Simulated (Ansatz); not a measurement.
`[NH2][Na]` + CH₃SH → `C[S][Na]` + NH₃ at 700 K and 1 bar (ligand exchange at the Na–N bond).

Calculated with Ansatz (gas phase, PBE0-D4/def2-TZVP geometries, no zero-point term in ΔE). CCSD(T)/CBS adds triple-zeta CCSD(T) − MP2 to the extrapolated MP2 energy (def2 sets, frozen cores). This one scheme is used for every species. For Na outer-core shells are correlated without core-valence functions, which leaves a few kJ/mol of doubt a bond.

```tsv
species	CCSD(T)/CBS energy (Eh)	H − E (kJ/mol)	S (J/(mol·K))
`[NH2][Na]`	-217.98196	94.0	307.8
CH₃SH	-438.22835	160.2	309.0
`C[S][Na]`	-599.74600	147.0	371.0
NH₃	-56.50880	116.9	226.5
```

H − E and S are ideal-gas, rigid-rotor, harmonic terms from PBE0-D4/def2-TZVP. 1 Eh = 2625.50 kJ/mol, R = 8.31446 J/(mol·K).

Task: By hand: ΔE, ΔH, ΔS and ΔG.

Result: ΔE = (-599.74600) + (-56.50880) − (-217.98196) − (-438.22835) = -0.04449 Eh = -116.8 kJ/mol. Δ(H − E) = 147.0 + 116.9 − 94.0 − 160.2 = 9.7, so ΔH = -107.1 kJ/mol. ΔS = 371.0 + 226.5 − 307.8 − 309.0 = -19.3 J/(mol·K). ΔG = -107.1 − 700 × (-19.3)/1000 = -93.6 kJ/mol.

Task: By hand: the equilibrium constant, and the temperature at which ΔG would vanish if ΔH and ΔS stayed fixed.

Result: log₁₀ K = −ΔG/(RT ln 10) = 7.0. ΔG = 0 at ΔH/ΔS = 5549 K, far beyond where these terms or the molecules hold.

ΔH outweighs TΔS. A doubt of 5 kJ/mol in ΔE shifts log₁₀ K by 0.4 here. These are equilibria of isolated gas molecules and say nothing of rates. Largest T1 diagnostic: 0.012 (customary marks: 0.02 for closed shells, 0.045 for open ones).
